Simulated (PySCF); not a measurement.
NMR data sheet: 4H-pyran

| Property | Result |
| --- | --- |
| Formula | C5H6O |
| SMILES | C1=COC=CC1 |
| Point group of the computed structure | C2v |
| Degrees of unsaturation | 3 |
| Carbon signals | 3 |
| Proton signals | 3 |

Structure with atom numbers: `[CH:1]1=[CH:2][O:3][CH:4]=[CH:5][CH2:6]1` (H(Xn): hydrogen on atom n).

PySCF 2.14 calculation with spin–spin couplings from B3LYP/pcJ-1 (without the spin–dipole term), GIAO CAM-B3LYP/pcSseg-2 shieldings and geometry from PBE0-D3(BJ)/def2-SVP; one conformer, gas phase, fast rotation and ring inversion assumed for equivalent nuclei, relativity neglected.

Referencing at the same level of theory: 1H (σref 31.34), 13C (σref 182.55) vs TMS; 17O (σref 329.76) against H2O.

| carbon | δC, type | δH (multiplicity, J in Hz) | HMBC from (abs. J ≥ 3 Hz) | span of the C tensor (ppm) |
| --- | --- | --- | --- | --- |
| C1/C5 | 112.3, CH | 4.80 (dt, 7.7, 3.8) | H(C2)/H(C4), H(C1)/H(C5), H(C6) | 191 |
| C2/C4 | 155.1, CH | 6.37 (dt, 7.7, 2.5) | H(C2)/H(C4), H(C1)/H(C5), H(C6) | 186 |
| C6 | 23.2, CH2 | 2.86 (tt, 3.8, 2.5) | H(C2)/H(C4), H(C1)/H(C5) | 34 |

Other nuclei:
| atoms | nucleus | environment | δ (ppm) | σ (ppm) |
| --- | --- | --- | --- | --- |
| O3 | 17O | ether oxygen | 156.0 | 173.8 |

Selected couplings (Hz, signed; the shortest-range and largest first, 30 at most; isotopes 13C, 1H): 1J(C2,H(C2)) 200.4, 1J(C1,H(C1)) 170.7, 1J(C6,H(C6)) 138.0, 1J(C1,C2) 84.5, 1J(C1,C6) 43.7, 2J(C2,C6) -2.0, 3J(C1,C4) 8.7, 3J(H(C1),H(C2)) 7.7, 3J(H(C1),H(C6)) 3.8, 4J(H(C2),H(C6)) -2.5.

Carbon types of the structure: 4 × CH, 1 × CH2, which accounts for all hydrogens. δC 155.1: alkene carbon bearing oxygen; an sp2 carbon further deshielded by the attached heteroatom. δC 112.3: β carbon of an enol-ether or enamine type C=C; the O or N lone pair pushes π density onto this β carbon and shields it. δC 23.2: allylic sp3 CH2; a saturated carbon with 2 carbon neighbours and no heteroatom attached. δH 4.80: hydrogen on a β carbon of an enol-ether or enamine type C=C; lone-pair donation from O or N shields it, upfield of ordinary alkene protons. δH 2.86: hydrogen on an allylic sp3 CH2; allylic position. The protons at 4.80 and 6.37 share a coupling of 7.7 Hz (vicinal, cis across C=C). The protons at 4.80 and 2.86 share a coupling of 3.8 Hz (vicinal).

Splittings below 1 Hz are ignored in the labels, and close J values are merged. Couplings among chemically equivalent protons are left out too, so labels in AA′BB′ or AA′XX′ sets are apparent multiplicities. Unscaled 3J(H,H) at this level run about 10 % above measured values. Shifts are as computed, not scaled to solution data. Of 1211 compounds with measured shifts, 218 miss one by over three times the rms of a fit or turn the order of signals round; such compounds aren't used in these exercises. Experimental scales use liquid or dissolved standards, which lie at an offset from isolated H2O (liquid H2O: subtract about 36 ppm).
